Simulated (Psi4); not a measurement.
A run for Psi4: SAPT0/jun-cc-pV(D+d)Z on H4S2 (a complex).

```
memory 1800 MB

molecule dimer {
0 1
S    -2.03099600    0.10323300   -0.00078200
H    -1.93402000   -0.81846200    0.96967600
H    -1.94045000   -0.83661600   -0.95429900
--
0 1
S     2.07983800   -0.08511200    0.00018100
H     2.33915400    1.23101900   -0.00221400
H     0.75384800    0.13412100   -0.00353700
units angstrom
symmetry c1
no_reorient
no_com
}

set {
  basis jun-cc-pV(D+d)Z
  scf_type df
  freeze_core true
}

energy('sapt0')
```

Program output:

```
[...]
==> Input File <==

--------------------------------------------------------------------------
memory 1800 MB

molecule dimer {
0 1
S    -2.03099600    0.10323300   -0.00078200
H    -1.93402000   -0.81846200    0.96967600
H    -1.94045000   -0.83661600   -0.95429900
--
0 1
S     2.07983800   -0.08511200    0.00018100
H     2.33915400    1.23101900   -0.00221400
H     0.75384800    0.13412100   -0.00353700
units angstrom
symmetry c1
no_reorient
no_com
}

set {
  basis jun-cc-pV(D+d)Z
  scf_type df
  freeze_core true
}

energy('sapt0')
--------------------------------------------------------------------------


   => Loading Basis Set <=

    Name: JUN-CC-PV(D+D)Z
    Role: ORBITAL
    Keyword: BASIS
    atoms 1, 4     entry S          line   698 file jun-cc-pv_dpd_z.gbs
    atoms 2-3, 5-6 entry H          line    60 file jun-cc-pv_dpd_z.gbs

   => Loading Basis Set <=

    Name: JUN-CC-PV(D+D)Z
    Role: ORBITAL
    Keyword: BASIS
    atoms 1, 4     entry S          line   698 file jun-cc-pv_dpd_z.gbs
    atoms 2-3, 5-6 entry H          line    60 file jun-cc-pv_dpd_z.gbs


  //>>>>>>>>>>>>>>>>>>>>>>>>>>>>>>>>>>>//
  //              Dimer HF             //
  //<<<<<<<<<<<<<<<<<<<<<<<<<<<<<<<<<<<//

   => Libint2 <=

    Primary   basis highest AM E, G, H:  7, 6, 3
    Auxiliary basis highest AM E, G, H:  7, 7, 4
    Onebody   basis highest AM E, G, H:  -, -, -
    Solid Harmonics ordering:            Gaussian


   => Loading Basis Set <=

    Name: JUN-CC-PV(D+D)Z
    Role: ORBITAL
    Keyword: BASIS
    atoms 1, 4     entry S          line   698 file jun-cc-pv_dpd_z.gbs
    atoms 2-3, 5-6 entry H          line    60 file jun-cc-pv_dpd_z.gbs


         ---------------------------------------------------------
                                   SCF
               by Justin Turney, Rob Parrish, Andy Simmonett
                          and Daniel G. A. Smith
                              RHF Reference
                        1 Threads,   1716 MiB Core
         ---------------------------------------------------------

  ==> Geometry <==

    Molecular point group: c1
    Full point group: C1

    Geometry (in Angstrom), charge = 0, multiplicity = 1:

       Center              X                  Y                   Z               Mass
    ------------   -----------------  -----------------  -----------------  -----------------
         S           -2.030996000000     0.103233000000    -0.000782000000    31.972071174400
         H           -1.934020000000    -0.818462000000     0.969676000000     1.007825032230
         H           -1.940450000000    -0.836616000000    -0.954299000000     1.007825032230
         S            2.079838000000    -0.085112000000     0.000181000000    31.972071174400
         H            2.339154000000     1.231019000000    -0.002214000000     1.007825032230
         H            0.753848000000     0.134121000000    -0.003537000000     1.007825032230

  Running in c1 symmetry.

  Rotational constants: A =      3.22335  B =      0.05898  C =      0.05867 [cm^-1]
  Rotational constants: A =  96633.46842  B =   1768.07017  C =   1758.84693 [MHz]
  Nuclear repulsion =   68.220341062744438

  Charge       = 0
  Multiplicity = 1
  Electrons    = 36
  Nalpha       = 18
  Nbeta        = 18

  ==> Algorithm <==

  SCF Algorithm Type is DF.
  DIIS enabled.
  MOM disabled.
  Fractional occupation disabled.
  Guess Type is SAD.
  Energy threshold   = 1.00e-08
  Density threshold  = 1.00e-08
  Integral threshold = 1.00e-12

  ==> Primary Basis <==

  Basis Set: JUN-CC-PV(D+D)Z
    Blend: JUN-CC-PV(D+D)Z
    Number of shells: 34
    Number of basis functions: 74
    Number of Cartesian functions: 78
    Spherical Harmonics?: true
    Max angular momentum: 2

   => Loading Basis Set <=

    Name: (JUN-CC-PV(D+D)Z AUX)
    Role: JKFIT
    Keyword: DF_BASIS_SCF
    atoms 1, 4     entry S          line   666 file jun-cc-pvdz-jkfit.gbs
    atoms 2-3, 5-6 entry H          line    70 file jun-cc-pvdz-jkfit.gbs

  ==> Integral Setup <==

  DFHelper Memory: AOs need 0.015 GiB; user supplied 1.257 GiB.
  SCF_SUBTYPE=INCORE selected. In-core MEM_DF algorithm will be used.
  Using in-core AOs.

  ==> MemDFJK: Density-Fitted J/K Matrices <==

    J tasked:                   Yes
    K tasked:                   Yes
    wK tasked:                   No
    OpenMP threads:               1
    Algorithm:                 Core
    Schwarz Cutoff:           1E-12
    Mask sparsity (%):       3.6888
    Fitting Condition:        1E-10

   => Auxiliary Basis Set <=

  Basis Set: (JUN-CC-PV(D+D)Z AUX)
    Blend: JUN-CC-PVDZ-JKFIT
    Number of shells: 114
    Number of basis functions: 334
    Number of Cartesian functions: 380
    Spherical Harmonics?: true
    Max angular momentum: 3

  Minimum eigenvalue in the overlap matrix is 1.1692250164E-02.
  Reciprocal condition number of the overlap matrix is 2.4656068555E-03.
    Using symmetric orthogonalization.

  ==> Pre-Iterations <==

  SCF Guess: Superposition 
[...]
6
      64A      5.168273    65A      6.712556    66A     11.031626
      67A     11.035558    68A     11.068264    69A     11.093671
      70A     11.203864    71A     20.319438    72A     20.647758
      73A     20.718277    74A    137.725587

    Final Occupation by Irrep:
              A
    DOCC [     9 ]
    NA   [     9 ]
    NB   [     9 ]

  @DF-RHF Final Energy:  -398.70093593396871

   => Energetics <=

    Nuclear Repulsion Energy =             12.8860130515322009
    One-Electron Energy =                -576.4612563216699073
    Two-Electron Energy =                 164.8743073361689540
    Total Energy =                       -398.7009359339687080

Computation Completed


Properties will be evaluated at   0.000000,   0.000000,   0.000000 [a0]

Properties computed using the SCF density matrix


 Multipole Moments:

 ------------------------------------------------------------------------------------
     Multipole            Electronic (a.u.)      Nuclear  (a.u.)        Total (a.u.)
 ------------------------------------------------------------------------------------

 L = 1.  Multiply by 2.5417464519 to convert [e a0] to [Debye]
 Dipole X            :        -69.0210613           68.7301140           -0.2909473
 Dipole Y            :          0.4209632            0.0063268            0.4272900
 Dipole Z            :          0.0036976           -0.0053952           -0.0016975
 Magnitude           :                                                    0.5169429

 ------------------------------------------------------------------------------------

  Constructing Basis Sets for SAPT...

   => Loading Basis Set <=

    Name: (JUN-CC-PV(D+D)Z AUX)
    Role: RIFIT
    Keyword: DF_BASIS_SAPT
    atoms 1, 4     entry S          line   488 file jun-cc-pvdz-ri.gbs
    atoms 2-3, 5-6 entry H          line    30 file jun-cc-pvdz-ri.gbs

   => Loading Basis Set <=

    Name: (JUN-CC-PV(D+D)Z AUX)
    Role: JKFIT
    Keyword: DF_BASIS_ELST
    atoms 1, 4     entry S          line   666 file jun-cc-pvdz-jkfit.gbs
    atoms 2-3, 5-6 entry H          line    70 file jun-cc-pvdz-jkfit.gbs


  //>>>>>>>>>>>>>>>>>>>>>>>>>>>>>>>>>>>//
  //               SAPT0               //
  //<<<<<<<<<<<<<<<<<<<<<<<<<<<<<<<<<<<//



        SAPT0
    Ed Hohenstein
     6 June 2009

      Orbital Information
  --------------------------
    NSO        =        74
    NMO        =        74
    NRI        =       226
    NRI (Elst) =       334
    NOCC A     =         9
    NOCC B     =         9
    FOCC A     =         5
    FOCC B     =         5
    NVIR A     =        65
    NVIR B     =        65

    Elst10,r            =    -0.004175310355 [Eh]
    Exch10              =     0.005558755237 [Eh]
    Exch10 (S^2)        =     0.005525311166 [Eh]

    Maxiter = 50
    CPHF R converge = 1.000000E-08

    Iter     Energy [mEh]          dE [mEh]         Residual      Time [s]
       1      -1.22766717       1.227667174     5.511624e-03             0
       2      -1.56374948       0.336082306     1.863719e-03             0
       3      -1.57495448       0.011204996     3.881816e-04             0
       4      -1.56799800      -0.006956478     4.903872e-05             0
       5      -1.56869688       0.000698887     5.584260e-06             0
       6      -1.56866814      -0.000028744     1.326034e-06             0
       7      -1.56866426      -0.000003884     2.764864e-07             0
       8      -1.56866581       0.000001554     5.845302e-08             0
       9      -1.56866559      -0.000000225     1.765487e-08             0
      10      -1.56866561       0.000000025     4.600419e-09             0

    CHF Iterations converged

    Maxiter = 50
    CPHF R converge = 1.000000E-08

    Iter     Energy [mEh]          dE [mEh]         Residual      Time [s]
       1      -0.54149287       0.541492867     2.963184e-03             0
       2      -0.61855297       0.077060100     8.586889e-04             0
       3      -0.62616875       0.007615780     1.370854e-04             0
       4      -0.62430350      -0.001865244     3.041074e-05             0
       5      -0.62443957       0.000136070     7.074320e-06             0
       6      -0.62447760       0.000038023     1.237972e-06             0
       7      -0.62446937      -0.000008224     2.437800e-07             0
       8      -0.62447025       0.000000881     7.274986e-08             0
       9      -0.62447033       0.000000080     1.351972e-08             0
      10      -0.62447028      -0.000000052     3.115724e-09             0

    CHF Iterations converged

    Ind20,r (A<-B)      =    -0.001568665611 [Eh]
    Ind20,r (B<-A)      =    -0.000624470281 [Eh]
    Ind20,r             =    -0.002193135892 [Eh]
    Exch-Ind20,r (A<-B) =     0.001200719823 [Eh]
    Exch-Ind20,r (B<-A) =     0.000485492506 [Eh]
    Exch-Ind20,r        =     0.001686212329 [Eh]
    Disp20              =    -0.002066251502 [Eh]
    Disp20 (SS)         =    -0.001033125751 [Eh]
    Disp20 (OS)         =    -0.001033125751 [Eh]
    Exch-Disp20         =     0.000315082039 [Eh]
    Exch-Disp20 (SS)    =     0.000160537399 [Eh]
    Exch-Disp20 (OS)    =     0.000154544640 [Eh]

    SAPT Results
  --------------------------------------------------------------------------------------------------------
    Electrostatics                 -4.17531036 [mEh]      -2.62004680 [kcal/mol]     -10.96227583 [kJ/mol]
      Elst10,r                     -4.17531036 [mEh]      -2.62004680 [kcal/mol]     -10.96227583 [kJ/mol]

    Exchange                        5.55875524 [mEh]       3.48817157 [kcal/mol]      14.59450987 [kJ/mol]
      Exch10                        5.55875524 [mEh]       3.48817157 [kcal/mol]      14.59450987 [kJ/mol]
      Exch10(S^2)                   5.52531117 [mEh]       3.46718510 [kcal/mol]      14.50670247 [kJ/mol]

    Induction                      -1.35379727 [mEh]      -0.84952061 [kcal/mol]      -3.55439423 [kJ/mol]
      Ind20,r                      -2.19313589 [mEh]      -1.37621355 [kcal/mol]      -5.75807749 [kJ/mol]
      Exch-Ind20,r                  1.68621233 [mEh]       1.05811421 [kcal/mol]       4.42714986 [kJ/mol]
      delta HF,r (2)               -0.84687370 [mEh]      -0.53142127 [kcal/mol]      -2.22346660 [kJ/mol]

    Dispersion                     -1.75116946 [mEh]      -1.09887543 [kcal/mol]      -4.59769479 [kJ/mol]
      Disp20                       -2.06625150 [mEh]      -1.29659239 [kcal/mol]      -5.42494257 [kJ/mol]
      Exch-Disp20                   0.31508204 [mEh]       0.19771696 [kcal/mol]       0.82724778 [kJ/mol]
      Disp20 (SS)                  -1.03312575 [mEh]      -0.64829620 [kcal/mol]      -2.71247129 [kJ/mol]
      Disp20 (OS)                  -1.03312575 [mEh]      -0.64829620 [kcal/mol]      -2.71247129 [kJ/mol]
      Exch-Disp20 (SS)              0.16053740 [mEh]       0.10073874 [kcal/mol]       0.42149088 [kJ/mol]
      Exch-Disp20 (OS)              0.15454464 [mEh]       0.09697823 [kcal/mol]       0.40575690 [kJ/mol]

  Total HF                          0.02964762 [mEh]       0.01860416 [kcal/mol]       0.07783980 [kJ/mol]
  Total SAPT0                      -1.72152185 [mEh]      -1.08027127 [kcal/mol]      -4.51985499 [kJ/mol]

  Special recipe for scaled SAPT0 (see Manual):
    Electrostatics sSAPT0          -4.17531036 [mEh]      -2.62004680 [kcal/mol]     -10.96227583 [kJ/mol]
    Exchange sSAPT0                 5.55875524 [mEh]       3.48817157 [kcal/mol]      14.59450987 [kJ/mol]
    Induction sSAPT0               -1.32299221 [mEh]      -0.83019015 [kcal/mol]      -3.47351557 [kJ/mol]
    Dispersion sSAPT0              -1.74541330 [mEh]      -1.09526338 [kcal/mol]      -4.58258198 [kJ/mol]
  Total sSAPT0                     -1.68496062 [mEh]      -1.05732875 [kcal/mol]      -4.42386351 [kJ/mol]
  --------------------------------------------------------------------------------------------------------



*** Psi4 exiting successfully. Buy a developer a beer!
```

The run finished.

Cost: about 7 core-seconds (a rough figure).
